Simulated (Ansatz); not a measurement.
Rhombohedral A7 As, treated with PBE (Ansatz, a program for electronic structure, plane waves, PAW).

Run with plane-wave cutoff 520 eV, 18×18×18 k mesh, Fermi–Dirac smearing 0.05 eV, scalar-relativistic PAW data made under PBE.

The cell is scaled about its equilibrium volume:

Shape and atoms are relaxed at each volume.

| V (Å³/atom) | P (GPa) | c (Å) | a (Å) |
|---|---|---|---|
| 21.880 | 1.25 | 10.490 | 3.801 |
| 22.336 | 0.55 | 10.688 | 3.805 |
| 22.792 | 0.00 | 10.909 | 3.805 |
| 23.247 | -0.39 | 11.156 | 3.800 |
| 23.703 | -0.62 | 11.437 | 3.789 |

Note: for a layered or molecular solid the relaxed cell lies over 5 % above the published volume, where the minimum can be shallow; the cell comes from a level without a dispersion term, which matters for the spacing of layers, chains or molecules; the bulk modulus comes from volumes at which shape and atoms were relaxed.
